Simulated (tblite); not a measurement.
Compound: C6H7 (doublet state).
Bonds: C1–C2 (triple), C2–C3, C3–C4, C3–C5, C5–C6, C3–C6. Hydrogens: H7 on C1; H8, H9 on C4; H10, H11 on C5; H12, H13 on C6.

Structure optimised with GFN2-xTB, isolated species. This method treats the open shell by occupation alone, without spin polarisation.

Problem. Give the optimised bond lengths and angles.

Solution. 
```
          bond  length (pm)
         C1≡C2        119.8
         C2–C3        143.4
         C3–C4        143.6
  C3–C5, C3–C6        153.9
         C5–C6        148.3
         C1–H7        104.9
  C4–H8, C4–H9        107.2
C5–H10, C6–H12        107.9
C5–H11, C6–H13        107.9
```

Bonds in one row agree within 1 pm and their mean is given. A selection of angles:
```
     angle  degrees
  C2–C1–H7    179.7
  C1–C2–C3    179.8
  C2–C3–C4    116.1
  C2–C3–C5    115.6
  C4–C3–C5    119.7
  C5–C3–C6     57.6
  C3–C4–H8    120.6
  C3–C4–H9    120.2
  H8–C4–H9    119.2
  C3–C5–C6     61.2
 C3–C5–H10    116.6
 C3–C5–H11    116.7
 C6–C5–H10    118.6
 C6–C5–H11    118.7
H10–C5–H11    114.6
```

Dihedral angles: C2–C3–C5–C6 -105° (anticlinal); C2–C3–C6–C5 105° (anticlinal).

The 6 C–C bonds span 1.198 Å (C1≡C2, drawn triple) to 1.539 Å (C3–C6, drawn single), a spread of 0.341 Å. The 3-membered ring C3–C5–C6 has internal angles of 57.6° to 61.2°. C4 (carbon bonded to C and 2 H) is planar (angles 120.6°, 120.2° and 119.2°, sum 360.0°, 0.00 Å off the plane of its three neighbours).

Point group: Cs (tolerance 0.08 Å). Its GFN2-xTB frequencies are all real (lowest 157 cm⁻¹). Torsions: C2–C3–C4–H 0° and 180°.

The run took 0.28 s of wall time on one thread of an Intel Xeon 6975P-C, shared host with 192 logical CPUs at a one-minute load of 36. That covers the optimisation of the geometry.

One conformer stands for the species.

These are computed values.
